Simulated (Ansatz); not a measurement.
Mulliken charges of `[SH][Al][SH]` radical from PBE/def2-TZVPP in Ansatz (PBE0-D4/def2-TZVP geometry).

```tsv
atom	x (Å)	y (Å)	z (Å)	charge (e)
S1	-1.189	-0.818	-0.685	-0.243
Al2	-0.204	0.383	0.874	0.249
S3	1.890	0.937	0.491	-0.246
H4	-2.357	-0.881	-0.023	0.123
H5	1.909	0.306	-0.698	0.117
```

Question: By hand: the dipole of these point charges (1 e Å = 4.8032 D).

Answer: Σ q r = (-0.293, -0.009, 0.179) e Å, of length 0.343 e Å = 1.65 D.

Question: How does the dipole of the full density compare? (Best estimate.)

Answer: The calculation gave: (-0.214, -0.026, 0.095) e Å, 1.13 D; the point charges give 1.46 times that, at 9° from its direction.

Point charges leave out the atoms' own dipoles, such as those of lone pairs, and Mulliken's split depends on the basis, so the two needn't agree.
